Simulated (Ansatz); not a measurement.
## [CH3···H···H], doublet: transfer scan

Starting geometry:

```xyz
6

C    -0.1390    0.0000    0.0000
H    -0.5022    1.0273    0.0000
H    -0.5022   -0.5137    0.8897
H    -0.5022   -0.5137   -0.8897
H     0.9506    0.0000    0.0000
H     2.2130    0.0000    0.0000
```

From there H5 is moved from one fragment to the other while all else, the fragments' distance too, stays fixed; atoms are numbered as listed. Energies are in kJ/mol, counted from the starting geometry at the same level. Kohn–Sham curves are unrestricted where that lies lower.

Basis cc-pVTZ; Ansatz 0.2.0. Correlated methods freeze the noble-gas cores. R marks a restricted (for open shells ROHF) determinant, U an unrestricted one.

Full CI isn't at hand for all of this; UCCSDT(Q) serves as the reference, and is uncertain by about the last step of the cluster series.

```csv
distance C1-H5 (Å),UCCSDT(Q),PBE,revPBE,r2SCAN,PBE0,B3LYP,wB97M-V,B2PLYP,RPA-PBE
1.090,0.0,0.0,0.0,0.0,0.0,0.0,0.0,0.0,0.0
1.164,5.6,0.4,0.0,1.8,3.2,2.3,4.5,4.6,4.4
1.311,29.9,16.6,14.9,20.5,23.9,20.3,26.5,27.3,26.2
1.459,39.9,28.3,24.5,30.8,35.4,29.1,36.3,37.7,35.7
1.607,40.1,40.3,33.7,36.8,42.6,34.0,38.4,40.0,37.3
```
